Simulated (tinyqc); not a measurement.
Inside a calculation (part 2 of 2). Method: coupled-perturbed Hartree-Fock on RHF in the sto-6g basis, for CH3-, spin multiplicity 1. The basis has no diffuse functions, so it cannot describe the extra electron: this is an exercise in the method, not the real anion. Computed by tinyqc, a small Python program that keeps every step (integrals from PySCF). Command: `OMP_NUM_THREADS=1 python tinyqc.py 24729 24730 out.jsonl` (the two numbers bound the seeds that draw the settings). One thread of a shared host (Intel(R) Xeon(R) Processor @ 2.60GHz), about 0.3 s of CPU time with the checks.

Geometry (angstrom):
```
atom,x,y,z
C,0.000000,0.000000,0.018000
H,1.182000,0.000000,0.000000
H,-0.591000,1.023000,0.000000
H,-0.591000,-1.023000,0.000000
```

## Integrals over molecular orbitals

coefficients C:
```
,MO1,MO2,MO3,MO4,MO5,MO6,MO7,MO8
1C 1s,0.995208,-0.198340,0.000000,-0.000057,-0.005204,-0.221548,0.000406,0.000000
1C 2s,0.021827,0.590588,0.000000,0.000290,0.025284,1.300544,-0.002713,0.000000
1C 2px,-0.000004,-0.000164,0.000000,0.436933,-0.000001,0.001742,1.129744,0.000000
1C 2py,0.000000,0.000000,0.437009,0.000000,0.000000,0.000000,0.000000,1.129797
1C 2pz,-0.000216,-0.005195,0.000000,0.000004,0.999697,-0.028037,0.000053,0.000000
2H 1s,-0.004177,0.269038,0.000000,0.594340,-0.007050,-0.675627,-0.863131,0.000000
3H 1s,-0.004181,0.269321,0.514586,-0.296952,-0.007040,-0.673691,0.433637,-0.748902
4H 1s,-0.004181,0.269321,-0.514586,-0.296952,-0.007040,-0.673691,0.433637,0.748902
```

core Hamiltonian H = T + V (hartree), lower triangle:
```
,1C 1s,1C 2s,1C 2px,1C 2py,1C 2pz,2H 1s,3H 1s,4H 1s
1C 1s,-19.282676
1C 2s,-4.437954,-5.986121
1C 2px,0.000021,0.000185,-5.053315
1C 2py,0.000000,0.000000,0.000000,-5.053318
1C 2pz,0.000695,0.007004,-0.000003,0.000000,-4.890564
2H 1s,-0.961491,-2.285971,-1.955183,0.000000,0.031247,-3.633978
3H 1s,-0.962715,-2.287897,0.978710,-1.694031,0.031281,-0.554239,-3.635254
4H 1s,-0.962715,-2.287897,0.978710,1.694031,0.031281,-0.554239,-0.555102,-3.635254
```

Given earlier and not repeated: Two-electron integrals (ij|kl) in chemists' order.

(pq|rs) = sum C_ip C_jq C_kr C_ls (ij|kl), one index at a time.

one-electron integrals over orbitals h = C^T H C (hartree), lower triangle:
```
,1,2,3,4,5,6,7,8
1,-19.268974
2,0.356512,-4.712518
3,0.000000,0.000000,-4.120113
4,0.000118,0.000201,0.000000,-4.119555
5,0.008441,-0.009919,0.000000,-0.000016,-4.890233
6,0.391900,-1.021007,0.000000,-0.002236,0.016239,-3.813405
7,-0.000701,0.002214,0.000000,-0.982100,-0.000020,-0.000634,-4.172137
8,0.000000,0.000000,-0.981865,0.000000,0.000000,0.000000,0.000000,-4.171970
```

Two-electron integrals over orbitals (pq|rs), unique and non-zero (hartree):
```
p,q,r,s,(pq|rs)
1,1,1,1,3.516639
2,1,1,1,-0.279966
2,1,2,1,0.035408
2,2,1,1,0.672700
2,2,2,1,-0.008016
2,2,2,2,0.479795
3,1,3,1,0.005569
3,2,3,1,0.009806
3,2,3,2,0.120878
3,3,1,1,0.554881
3,3,2,1,-0.002325
3,3,2,2,0.456347
3,3,3,3,0.508661
4,1,1,1,-0.000085
4,1,2,1,0.000008
4,1,2,2,-0.000012
4,1,3,3,-0.003032
4,1,4,1,0.005567
4,2,1,1,-0.000014
4,2,2,1,-0.000006
4,2,2,2,-0.000120
4,2,3,3,-0.069758
4,2,4,1,0.009800
4,2,4,2,0.120781
4,3,3,1,-0.003027
4,3,3,2,-0.069721
4,3,4,3,0.055819
4,4,1,1,0.554768
4,4,2,1,-0.002326
4,4,2,2,0.456188
4,4,3,3,0.396807
4,4,4,1,0.003034
4,4,4,2,0.069797
4,4,4,4,0.508696
5,1,1,1,-0.007411
5,1,2,1,0.000815
5,1,2,2,-0.000611
5,1,3,3,-0.000223
5,1,4,1,3.80e-07
5,1,4,2,7.89e-08
5,1,4,4,-0.000223
5,1,5,1,0.022329
5,2,1,1,0.003665
5,2,2,1,-0.000321
5,2,2,2,-0.000877
5,2,3,3,-0.000489
5,2,4,1,-1.68e-08
5,2,4,2,9.31e-08
5,2,4,4,-0.000489
5,2,5,1,0.022333
5,2,5,2,0.082072
5,3,3,1,0.000102
5,3,3,2,-0.000533
5,3,4,3,0.000620
5,3,5,3,0.016604
5,4,1,1,4.54e-06
5,4,2,1,-1.97e-07
5,4,2,2,1.15e-06
5,4,3,3,0.000621
5,4,4,1,0.000102
5,4,4,2,-0.000534
5,4,4,4,-0.000621
5,4,5,1,0.000007
5,4,5,2,0.000018
5,4,5,4,0.016597
5,5,1,1,0.853202
5,5,2,1,-0.008645
5,5,2,2,0.519270
5,5,3,3,0.456525
5,5,4,1,-2.45e-06
5,5,4,2,-0.000014
5,5,4,4,0.456454
5,5,5,1,0.000966
5,5,5,2,0.005172
5,5,5,4,4.00e-06
5,5,5,5,0.673297
6,1,1,1,-0.326418
6,1,2,1,0.042041
6,1,2,2,-0.009038
6,1,3,3,-0.002531
6,1,4,1,0.000032
6,1,4,2,0.000029
6,1,4,4,-0.002512
6,1,5,1,0.000553
6,1,5,2,-0.000760
6,1,5,4,5.70e-08
6,1,5,5,-0.008367
6,1,6,1,0.050002
6,2,1,1,0.279804
6,2,2,1,-0.009476
6,2,2,2,0.070147
6,2,3,3,0.031357
6,2,4,1,0.000012
6,2,4,2,0.000053
6,2,4,4,0.031311
6,2,5,1,-0.000802
6,2,5,2,-0.000630
6,2,5,4,2.31e-06
6,2,5,5,0.142570
6,2,6,1,-0.010580
6,2,6,2,0.083077
6,3,3,1,0.003243
6,3,3,2,-0.047739
6,3,4,3,0.047659
6,3,5,3,0.000774
6,3,6,3,0.067426
6,4,1,1,0.000538
6,4,2,1,-0.000011
6,4,2,2,0.000199
6,4,3,3,0.047855
6,4,4,1,0.003236
6,4,4,2,-0.047880
6,4,4,4,-0.047732
6,4,5,1,-1.71e-07
6,4,5,2,3.28e-06
6,4,5,4,0.000777
6,4,5,5,0.000292
6,4,6,1,-5.73e-07
6,4,6,2,0.000226
6,4,6,4,0.067664
6,5,1,1,-0.003367
6,5,2,1,-0.000208
6,5,2,2,-0.002444
6,5,3,3,-0.000905
6,5,4,1,5.82e-07
6,5,4,2,4.53e-06
6,5,4,4,-0.000900
6,5,5,1,0.023581
6,5,5,2,0.072802
6,5,5,4,0.000056
6,5,5,5,0.000464
6,5,6,1,-0.000682
6,5,6,2,-0.003108
6,5,6,4,-4.26e-06
6,5,6,5,0.070494
6,6,1,1,0.684626
6,6,2,1,-0.011639
6,6,2,2,0.462773
6,6,3,3,0.448939
6,6,4,1,0.000035
6,6,4,2,0.000348
6,6,4,4,0.449317
6,6,5,1,-0.001460
6,6,5,2,-0.003188
6,6,5,4,-2.49e-06
6,6,5,5,0.498286
6,6,6,1,-0.012844
6,6,6,2,0.050593
6,6,6,4,-0.000042
6,6,6,5,-0.004202
6,6,6,6,0.469115
7,1,1,1,0.000607
7,1,2,1,-0.000084
7,1,2,2,-9.45e-07
7,1,3,3,-0.005234
7,1,4,1,0.011527
7,1,4,2,0.018263
7,1,4,4,0.005249
7,1,5,1,-1.08e-06
7,1,5,2,1.24e-06
7,1,5,4,0.000216
7,1,5,5,0.000015
7,1,6,1,-0.000054
7,1,6,2,0.000047
7,1,6,4,0.006371
7,1,6,5,2.23e-06
7,1,6,6,0.000098
7,1,7,1,0.024003
7,2,1,1,-0.000599
7,2,2,1,0.000016
7,2,2,2,-0.000167
7,2,3,3,0.017128
7,2,4,1,0.008565
7,2,4,2,0.012767
7,2,4,4,-0.017275
7,2,5,1,1.36e-06
7,2,5,2,-1.61e-07
7,2,5,4,0.000962
7,2,5,5,-0.000298
7,2,6,1,0.000049
7,2,6,2,-0.000091
7,2,6,4,0.044291
7,2,6,5,0.000006
7,2,6,6,-0.000067
7,2,7,1,0.016520
7,2,7,2,0.054308
7,3,3,1,0.001714
7,3,3,2,0.045110
7,3,4,3,-0.024495
7,3,5,3,-0.000478
7,3,6,3,-0.032595
7,3,7,3,0.032504
7,4,1,1,0.240622
7,4,2,1,-0.004312
7,4,2,2,0.069870
7,4,3,3,0.059713
7,4,4,1,-0.001723
7,4,4,2,-0.044924
7,4,4,4,0.010931
7,4,5,1,0.000006
7,4,5,2,0.001739
7,4,5,4,0.000478
7,4,5,5,0.124328
7,4,6,1,-0.004609
7,4,6,2,0.078008
7,4,6,4,0.032676
7,4,6,5,-0.000732
7,4,6,6,0.045018
7,4,7,1,-0.003618
7,4,7,2,0.005649
7,4,7,4,0.110088
7,5,1,1,4.26e-06
7,5,2,1,2.68e-07
7,5,2,2,1.84e-06
7,5,3,3,-0.001116
7,5,4,1,0.000311
7,5,4,2,0.002256
7,5,4,4,0.001121
7,5,5,1,-0.000044
7,5,5,2,-0.000140
7,5,5,4,0.018099
7,5,5,5,-2.33e-06
7,5,6,1,2.30e-06
7,5,6,2,0.000007
7,5,6,4,-0.000769
7,5,6,5,-0.000083
7,5,6,6,0.000014
7,5,7,1,0.000621
7,5,7,2,0.000839
7,5,7,4,-0.000799
7,5,7,5,0.025354
7,6,1,1,0.000110
7,6,2,1,1.94e-06
7,6,2,2,-0.000045
7,6,3,3,-0.060704
7,6,4,1,0.011443
7,6,4,2,0.107318
7,6,4,4,0.060830
7,6,5,1,2.33e-06
7,6,5,2,0.000007
7,6,5,4,-0.000611
7,6,5,5,0.000052
7,6,6,1,0.000045
7,6,6,2,0.000099
7,6,6,4,-0.043747
7,6,6,5,0.000010
7,6,6,6,0.000392
7,6,7,1,0.022120
7,6,7,2,0.012649
7,6,7,4,-0.045087
7,6,7,5,0.001981
7,6,7,6,0.108800
7,7,1,1,0.784890
7,7,2,1,-0.008953
7,7,2,2,0.499461
7,7,3,3,0.440844
7,7,4,1,-0.000709
7,7,4,2,0.024746
7,7,4,4,0.506198
7,7,5,1,-0.000160
7,7,5,2,0.001172
7,7,5,4,-0.000528
7,7,5,5,0.544061
7,7,6,1,-0.009381
7,7,6,2,0.084925
7,7,6,4,-0.033814
7,7,6,5,-0.000869
7,7,6,6,0.492225
7,7,7,1,-0.001933
7,7,7,2,-0.025676
7,7,7,4,0.081121
7,7,7,5,0.000208
7,7,7,6,0.021779
7,7,7,7,0.578993
8,1,3,1,0.011529
8,1,3,2,0.018267
8,1,4,3,-0.005229
8,1,5,3,0.000216
8,1,6,3,0.006386
8,1,7,3,0.003610
8,1,8,1,0.024002
8,2,3,1,0.008563
8,2,3,2,0.012709
8,2,4,3,0.017234
8,2,5,3,0.000963
8,2,6,3,0.044301
8,2,7,3,-0.005966
8,2,8,1,0.016514
8,2,8,2,0.054309
8,3,1,1,0.240602
8,3,2,1,-0.004315
8,3,2,2,0.069769
8,3,3,3,0.010889
8,3,4,1,0.001721
8,3,4,2,0.045035
8,3,4,4,0.059778
8,3,5,1,0.000006
8,3,5,2,0.001740
8,3,5,4,-0.000475
8,3,5,5,0.124302
8,3,6,1,-0.004597
8,3,6,2,0.078015
8,3,6,4,-0.032424
8,3,6,5,-0.000728
8,3,6,6,0.045305
8,3,7,1,0.003634
8,3,7,2,-0.006023
8,3,7,4,0.048311
8,3,7,5,0.000803
8,3,7,6,0.045317
8,3,7,7,0.091923
8,3,8,3,0.110201
8,4,3,1,0.001724
8,4,3,2,0.045040
8,4,4,3,-0.024413
8,4,5,3,-0.000476
8,4,6,3,-0.032468
8,4,7,3,0.029589
8,4,8,1,0.003629
8,4,8,2,-0.005870
8,4,8,4,0.032386
8,5,3,1,0.000311
8,5,3,2,0.002256
8,5,4,3,-0.001116
8,5,5,3,0.018099
8,5,6,3,-0.000766
8,5,7,3,0.000802
8,5,8,1,0.000621
8,5,8,2,0.000839
8,5,8,4,0.000802
8,5,8,5,0.025349
8,6,3,1,0.011448
8,6,3,2,0.107274
8,6,4,3,-0.060565
8,6,5,3,-0.000608
8,6,6,3,-0.043461
8,6,7,3,0.045293
8,6,8,1,0.022125
8,6,8,2,0.012690
8,6,8,4,0.045228
8,6,8,5,0.001979
8,6,8,6,0.108648
8,7,3,1,0.000646
8,7,3,2,-0.025349
8,7,4,3,0.033001
8,7,5,3,0.000532
8,7,6,3,0.034227
8,7,7,3,-0.005735
8,7,8,1,0.001833
8,7,8,2,0.025443
8,7,8,4,-0.005669
8,7,8,5,-0.000217
8,7,8,6,-0.022159
8,7,8,7,0.034259
8,8,1,1,0.784873
8,8,2,1,-0.008953
8,8,2,2,0.499496
8,8,3,3,0.506447
8,8,4,1,0.000664
8,8,4,2,-0.025163
8,8,4,4,0.440552
8,8,5,1,-0.000160
8,8,5,2,0.001172
8,8,5,4,0.000533
8,8,5,5,0.544059
8,8,6,1,-0.009374
8,8,6,2,0.084983
8,8,6,4,0.034373
8,8,6,5,-0.000870
8,8,6,6,0.492074
8,8,7,1,0.001890
8,8,7,2,0.025274
8,8,7,4,0.092058
8,8,7,5,-0.000213
8,8,7,6,-0.022022
8,8,7,7,0.510861
8,8,8,3,0.080882
8,8,8,8,0.579147
```

## Response to a field: uncoupled start

orbital energies (hartree): MO1 -10.550106, MO2 -0.382851, MO3 -0.081203, MO4 -0.081191, MO5 0.216363, MO6 0.935814, MO7 1.132513, MO8 1.132636

dipole integrals <a|z|i> (bohr):
```
,i1,i2,i3,i4,i5
a6,-0.002257,0.000872,0.000000,0.000037,0.436638
a7,0.000004,-0.000014,0.000000,0.019994,-0.000746
a8,0.000000,0.000000,0.019996,0.000000,0.000000
```

Field along z; U_ai = -mu_ai / (e_a - e_i), alpha = -4 sum U_ai mu_ai.

uncoupled U:
```
,i1,i2,i3,i4,i5
a6,0.000196,-0.000661,0.000000,-0.000036,-0.606904
a7,0.000000,0.000009,0.000000,-0.016474,0.000814
a8,0.000000,0.000000,-0.016473,0.000000,0.000000
```

uncoupled polarisability = 1.062632 bohr^3

## Coupled step 1

U_ai = -(mu_ai + sum_bj [4 (ai|bj) - (ab|ij) - (aj|bi)] U_bj) / (e_a - e_i); alpha = -4 sum U_ai mu_ai.

U after step 1:
```
,i1,i2,i3,i4,i5
a6,0.000070,0.000419,0.000000,-0.000040,-0.848917
a7,0.000000,0.000009,0.000000,-0.017766,0.001031
a8,0.000000,0.000000,-0.017765,0.000000,0.000000
```

polarisability = 1.485522 bohr^3

## Coupled step 2

As before.

U after step 2:
```
,i1,i2,i3,i4,i5
a6,0.000045,-0.000219,0.000000,-0.000043,-0.945390
a7,0.000000,0.000010,0.000000,-0.018269,0.001062
a8,0.000000,0.000000,-0.018268,0.000000,0.000000
```

polarisability = 1.654099 bohr^3

## Coupled polarisability

Repeat until U stops changing; compare with -d2E/dF2.

Course of the coupled iterations:
```
step,alpha (bohr^3)
0,1.062632
1,1.485522
2,1.654099
3,1.721292
4,1.748080
5,1.758761
6,1.763020
7,1.764719
8,1.765396
9,1.765666
10,1.765774
11,1.765817
12,1.765834
13,1.765841
14,1.765844
15,1.765845
16,1.765845
17,1.765845
18,1.765845
19,1.765845
20,1.765845
```

coupled polarisability = 1.765845 bohr^3

finite-field check, fields of +/-0.001 au = 1.765845 bohr^3
